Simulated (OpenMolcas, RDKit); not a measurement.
# C2H6Si (SMILES CC[SiH]): methods side by side

C2H6Si has 9 atoms, charge 0, and is taken as a singlet. As SMILES, `CC[SiH]`. The shape is that of a PBE0-D4/def2-TZVP optimisation. This is one conformer, not always the lowest.

Quantity: the HOMO–LUMO gap, in eV. The values are calculated.

```
          level             kind     program  value (eV)   CPU time
extended Hückel   semi-empirical       RDKit        2.26  under 2 s
     HF/cc-pVDZ     Hartree–Fock  OpenMolcas        9.45      5.7 s
  SVWN5/cc-pVDZ              LDA  OpenMolcas        1.69       22 s
    PBE/cc-pVDZ              GGA  OpenMolcas        1.82       31 s
   TPSS/cc-pVDZ         meta-GGA  OpenMolcas        2.05       42 s
  BHLYP/cc-pVDZ    global hybrid  OpenMolcas        5.69       29 s
 M06-2X/cc-pVDZ  hybrid meta-GGA  OpenMolcas        5.63       39 s
 B2PLYP/cc-pVDZ    double hybrid  OpenMolcas        5.91       21 s
```

The values span 1.69 to 9.45 eV. Orbital gaps aren't excitation energies, and those of double hybrids come from the SCF part alone; they tend to grow with the share of exact exchange. CPU times are rough (shared hosts, several kinds of processor): they show what a rung costs within a factor of a few.
